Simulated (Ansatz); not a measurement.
Two isomers of C2H3NO: A = `C=NC=O`, B = `OC1=CN1`.

Computed with Ansatz on PBE0-D4/def2-TZVP structures; ΔE is electronic, products minus reactants. CCSD(T)/CBS is the MP2 limit (def2-TZVPP, def2-QZVPP) plus CCSD(T) − MP2 in def2-TZVPP, frozen cores. DFT in def2-TZVPP. B3LYP here is the variant with VWN-RPA as its local correlation; programs differ in this. One conformer a species, not always the lowest.

Which isomer does CCSD(T)/CBS put lower? Give the gap. (An estimate is asked.)

Ansatz gave: A, by 258.1 kJ/mol.

Give E(B) − E(A) in kJ/mol with PBE-D4, B3LYP-D4, r2SCAN-D4, CCSD/def2-TZVPP, BLYP-D4, MP2/def2-TZVPP, LDA (SPW92). (Estimate.)

Ansatz gave: PBE-D4 248.2, B3LYP-D4 271.4, r2SCAN-D4 257.9, CCSD/def2-TZVPP 269.1, BLYP-D4 273.0, MP2/def2-TZVPP 257.2, LDA (SPW92) 226.6. None reverses the order clearly.

Does the order hold for the free energy at 298.15 K (harmonic terms from PBE0-D4)? (Best estimate.)

Ansatz gave: Yes: G(B) − G(A) = +257.5 kJ/mol, for one conformer each.

Largest T1 diagnostic: 0.016.

From BLYP to BHLYP (50 % exact exchange), in def2-TZVPP and without D4, E(B) − E(A) moves by +4.9 kJ/mol. At CCSD(T), def2-SVP lies +29.5 kJ/mol from the extrapolated value and def2-TZVPP +7.7 kJ/mol.
